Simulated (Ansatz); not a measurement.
Relaxation of AlH4NO (7 atoms, charge 0, multiplicity 1), to a largest force component of 0.03 eV/Å in at most 50 steps.

The calculation used Ansatz, RKS BHLYP-D4/6-31G*.

```xyz
7
Properties=species:S:1:pos:R:3:forces:R:3
Al -0.128 0.376 -1.252 -0.10 -0.08 0.07
N 1.171 -0.049 1.542 0.32 0.48 -0.84
H 1.067 0.567 2.334 -0.01 0.03 -0.02
H 1.744 -0.824 1.839 0.01 -0.02 -0.04
H 1.703 0.467 0.824 -0.26 -0.44 0.85
O -1.528 -0.497 -0.809 0.01 0.01 0.03
H -1.735 -0.887 0.038 0.04 0.02 -0.04
```

Question: Where does it end, and by what steps?

Answer: The run converged. After 11 steps the energy has fallen by 0.231 eV; H4 moved furthest, 0.68 Å.

```json
{"step": "0", "energy less start (eV)": "0.0000", "largest force component (eV/Å)": "0.852", "accepted": "yes"}
{"step": "1", "energy less start (eV)": "-0.0543", "largest force component (eV/Å)": "0.719", "accepted": "yes"}
{"step": "2", "energy less start (eV)": "-0.0724", "largest force component (eV/Å)": "1.495", "accepted": "yes"}
{"step": "3", "energy less start (eV)": "-0.1392", "largest force component (eV/Å)": "1.181", "accepted": "yes"}
{"step": "4", "energy less start (eV)": "-0.2093", "largest force component (eV/Å)": "0.239", "accepted": "yes"}
{"step": "5", "energy less start (eV)": "-0.2149", "largest force component (eV/Å)": "0.261", "accepted": "yes"}
{"step": "6", "energy less start (eV)": "-0.2286", "largest force component (eV/Å)": "0.124", "accepted": "yes"}
{"step": "7", "energy less start (eV)": "-0.2300", "largest force component (eV/Å)": "0.060", "accepted": "yes"}
{"step": "8", "energy less start (eV)": "-0.2305", "largest force component (eV/Å)": "0.033", "accepted": "yes"}
{"step": "9", "energy less start (eV)": "-0.2306", "largest force component (eV/Å)": "0.033", "accepted": "yes"}
{"step": "10", "energy less start (eV)": "-0.2309", "largest force component (eV/Å)": "0.038", "accepted": "yes"}
{"step": "11", "energy less start (eV)": "-0.2310", "largest force component (eV/Å)": "0.007", "accepted": "yes"}
```

```xyz
7
Properties=species:S:1:pos:R:3
Al 0.089 0.381 -1.003
N 1.121 0.075 1.154
H 0.584 0.497 1.899
H 1.246 -0.901 1.386
H 2.034 0.506 1.156
O -1.293 -0.498 -0.457
H -1.488 -0.907 0.381
```

Whether the end is a true minimum wasn't checked by a vibrational analysis.

Run time: 18 s on 1 thread of Arm Neoverse V2 (shared host), peak memory 0.13 GiB.
